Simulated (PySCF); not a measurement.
PySCF input (M06-2X/6-311+G**):

```python
from pyscf import gto, dft

mol = gto.M(
    atom='''
    C    -0.00677442    1.13492425    0.30903550
    C     0.00621328   -1.13287317    0.31648329
    C     0.74276151    0.00321406   -0.31659517
    C    -0.74219232   -0.00529457   -0.31789940
    H    -0.00831064    1.23676748    1.39372236
    H    -0.01170322    2.07740938   -0.22784986
    H     0.00580282   -1.22760088    1.40181571
    H     0.01209977   -2.07885887   -0.21420004
    H     1.42548386    0.00439170   -1.14856569
    H    -1.42342090   -0.01193223   -1.15106786
    ''',
    basis='6-311+g**',
    charge=0,
    spin=0,
    verbose=4,
)

mf = dft.RKS(mol, xc='m062x')
mf.grids.level = 4
mf.conv_tol = 1e-9
mf.max_cycle = 100
mf.max_memory = 1500
mf.kernel()
if not mf.converged:
    mf = mf.newton()
    mf.kernel(mf.make_rdm1())
mf.dip_moment()
```

Problem. What final total energy does it give?

Solution. -155.92020 Eh.
